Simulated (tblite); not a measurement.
Problem. Write Cartesian coordinates for InChI=1S/C4H5Cl2/c1-4(2-5)3-6/h2-3H,1H3/b4-2+ as optimised with GFN2-xTB. (Doublet state.)

Solution. 
```
atom  x, y, z in Å
C1    -0.9658   -0.9361    0.0778
C2     0.1427    0.0747   -0.0152
C3     1.4304   -0.3866   -0.1822
Cl4    2.7843    0.6408   -0.3064
C5    -0.1521    1.4197    0.0657
Cl6   -1.7428    1.9860    0.2628
H7    -1.4901   -0.8276    1.0251
H8    -0.5775   -1.9471    0.0043
H9    -1.6857   -0.7735   -0.7217
H10    1.6622   -1.4354   -0.2457
H11    0.6000    2.1878    0.0095
```

Orientation and origin are arbitrary. Atoms count from 1 in this order. C2 (carbon bonded to 3 C) is planar (angles 122.2°, 119.6° and 118.1°, sum 360.0°, 0.00 Å off the plane of its three neighbours). Of the pairs four or more bonds apart, Cl4···H11 is among the closest relative to their van der Waals radii: 2.70 Å, 91 % of the sum of Bondi's values. C3 (carbon bonded to C, Cl and H) is planar (angles 123.3°, 122.3° and 114.3°, sum 360.0°, 0.00 Å off the plane of its three neighbours). The 6 heavy atoms lie in one plane (0.002 Å rms).

Bonds between heavy atoms (Å): C1–C2 1.503, C2–C3 1.378, C3–Cl4 1.704, C2=C5 1.379, C5–Cl6 1.700.

Computed geometry: GFN2-xTB, gas phase. This method treats the open shell by occupation alone, without spin polarisation.

Point group: Cs (every atom within 0.08 Å of its image). Its GFN2-xTB frequencies are all real (lowest 102 cm⁻¹). Torsions: C1–C2–C3–Cl4 180°. 3 starts were optimised and ended at 0.00, 0.96 and 0.97 kcal/mol (GFN2-xTB); the lowest of these is shown.

One conformer stands for the species.
